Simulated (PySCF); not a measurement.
# Simulated absorption spectrum

Species: acrylic acid, C₃H₄O₂.
SMILES with atom numbers: `[CH2:1]=[CH:2][C:3](=[O:4])[OH:5]` (hydrogens: H6, H7 on C1; H8 on C2; H9 on O5)

Method: TDDFT B3LYP/def2-SVPD, vertical, gas phase, core orbitals frozen in the response (PySCF 2.14.0, density-fitted response routines). One conformer (not necessarily the lowest) at the GFN2-xTB geometry, without solvent, vibrations or thermal averaging. Torsions of this conformer, `[CH2:1]=[CH:2][C:3](=[O:4])[OH:5]`: C1–C2–C3–O4 0°, H–O5–C3–C2 180°.

Computed states:

| state | E (eV) | f |
| --- | --- | --- |
| S1 | 4.71 | 0.0000 |
| S2 | 6.27 | 0.226 |
| S3 | 6.87 | 0.121 |
| S4 | 7.35 | 0.0006 |
| S5 | 7.35 | 0.099 |
| S6 | 7.66 | 0.0072 |
| S7 | 8.06 | 0.013 |
| S8 | 8.08 | 0.018 |

Each state is given a Gaussian of 0.25 eV full width at half maximum, with ε(max) = 2.175×10⁸ f / Δν̃ (Δν̃ the width in cm⁻¹). The width is an assumption, not a result. The curve ends short of the highest state used, and states not computed would add to its high-energy end.

Problem. Give the broadened spectrum and its maxima.

Solution. 
(E (eV), ε (L mol⁻¹ cm⁻¹)): (4.34, 0), (4.45, 0), (4.56, 0), (4.66, 0), (4.77, 0), (4.88, 0), (4.99, 0), (5.10, 0), (5.21, 0), (5.31, 0), (5.42, 0), (5.53, 0), (5.64, 0), (5.75, 0), (5.85, 10), (5.96, 347), (6.07, 4164), (6.18, 17061), (6.29, 23890), (6.40, 11435), (6.50, 2331), (6.61, 732), (6.72, 4540), (6.83, 11935), (6.94, 10737), (7.04, 3990), (7.15, 2278), (7.26, 7551), (7.37, 10599), (7.48, 5273)

Maxima: 198 nm (6.27 eV), ε about 24000, made up of S2 (100%); 180 nm (6.87 eV), ε about 13000, made up of S3 (100%); 169 nm (7.35 eV), ε about 11000, made up of S5 (99%) (ε in L mol⁻¹ cm⁻¹; maxima over ε = 5, shares over 10%).

Problem. What would ε be at 6.27 eV, the highest of these maxima, with half the width (0.125 eV)?

Solution. About 48700 L mol⁻¹ cm⁻¹ against 24300, a factor of about 2.00; a lone state at its own centre would give exactly 2.

Problem. Coming from long wavelengths, where does ε first pass 100 L mol⁻¹ cm⁻¹?

Solution. At about 209 nm (5.92 eV), 1.20 eV above S1.

Problem. On this curve, what absorbance would a 10⁻³ mol/L sample give at 193 nm over a 1 cm path?

Solution. 193 nm is 6.424 eV, where ε is about 8400 L mol⁻¹ cm⁻¹, so A = ε c l ≈ 8.4 (Beer–Lambert, with the gas-phase spectrum and the assumed width).
